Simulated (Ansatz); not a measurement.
For 1T (CdI2-type) TiS2, LDA in Ansatz (PAW) gives:

```
Item                             Result
------------------------------  -------
equilibrium lattice constant a  3.315 Å
c axis length                   5.445 Å
```

Task: What does PBE0-D3(BJ) (plane waves, PAW; Ansatz, an electronic-structure program) give for the same quantities?

Result: 
- lattice constant a: 3.360 Å (rises by 1.4 %)
- lattice parameter c: 5.537 Å (grows by 1.7 %)

For comparison: lattice constant a 3.407 Å (measured, temperature not stated, no zero-point or thermal correction; as tabulated in Chianelli et al. (1975), doi:10.1016/0025-5408(75)90100-2); lattice parameter c 5.695 Å (measured, temperature not stated, not corrected to a static lattice; as tabulated in Chianelli et al. (1975), doi:10.1016/0025-5408(75)90100-2).

Changes are worked out from the printed values.

Unless a cell is named, each level is at its own relaxed cell (LDA 17.27, PBE0-D3(BJ) 18.04 Å³/atom).

Caveats: LDA has no dispersion term either, though it tends to give short spacings of layers, chains or molecules (LDA). Ansatz's density-functional and Hartree–Fock values are scalar-relativistic unless marked +SOC, with PAW data made under PBE.
